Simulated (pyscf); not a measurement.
**Multi-bond step: H₃C–SeH + hydrogen (H₂) → H₂C=Se + hydrogen (H₂) + hydrogen (H₂)**

Gas phase, singlet surface, charge 0. Bonds broken: C1–H7, Se2–H6, H3–H8. Bonds formed: H3–H6, H7–H8. Single points on ωB97X-D3(BJ)/def2-SVP structures (PySCF, gas phase).

Transition state (Å):

```xyz
8

C      0.3755    -0.4403     0.1643
Se     0.9420     0.1779    -1.4152
H     -0.3077     2.2389    -0.3455
H     -0.5074    -1.0900     0.2143
H      1.0795    -0.5356     1.0006
H      0.1295     1.9231    -1.0035
H     -0.3534     0.7621     0.7888
H     -0.5962     1.5969     0.6901
```

One imaginary mode, 1239i cm⁻¹; descent along it reached the two sides named.

```
bond    change  reactant side (Å)  saddle  product side
------  ------  -----------------  ------  ------------
C1–H7   breaks              1.095   1.539           3.2
Se2–H6  breaks              1.461   1.969           3.2
H3–H8   breaks              0.761   1.252           3.5
H3–H6    forms                2.7   0.851         0.761
H7–H8    forms                2.8   0.875         0.760
```

Electronic energies relative to the separated reactants (kcal/mol):

| level | barrier | reaction energy | reverse barrier |
|---|---|---|---|
| ωB97X-D3(BJ)/def2-TZVP | 70.9 | +46.1 | 24.8 |
| PBE/def2-TZVP | 56.1 | +42.0 | 14.1 |
| r²SCAN/def2-TZVP | 60.3 | +43.9 | 16.5 |
| B3LYP-D3(BJ)/def2-TZVP | 62.6 | +41.6 | 21.0 |
| PBE0-D3(BJ)/def2-TZVP | 63.5 | +46.7 | 16.9 |
| M06-2X/def2-TZVP | 69.4 | +43.4 | 26.0 |
| ωB97M-D3(BJ)/def2-TZVP | 68.7 | +44.1 | 24.6 |
| HF/def2-TZVP | 94.2 | +44.6 | 49.6 |

With ωB97M-D3(BJ)/def2-TZVP energies and thermal terms (ideal gas, 1 atm, RRHO with modes under 100 cm⁻¹ raised to 100, one conformer, R ln 2 for chiral ones without a mode under 150 cm⁻¹), in kcal/mol:

| T (K) | ΔH‡ | ΔG‡ | ΔH | ΔG |
|---|---|---|---|---|
| 298 | 65.4 | 74.2 | +39.0 | +31.4 |
| 600 | 65.1 | 83.3 | +39.7 | +23.4 |
| 900 | 65.6 | 92.2 | +39.8 | +15.2 |
| 1200 | 66.3 | 101.0 | +39.5 | +7.0 |

This is the saddle that the search found; another between the same sides may lie lower. Elements up to Kr have no core potential and no relativistic terms here.
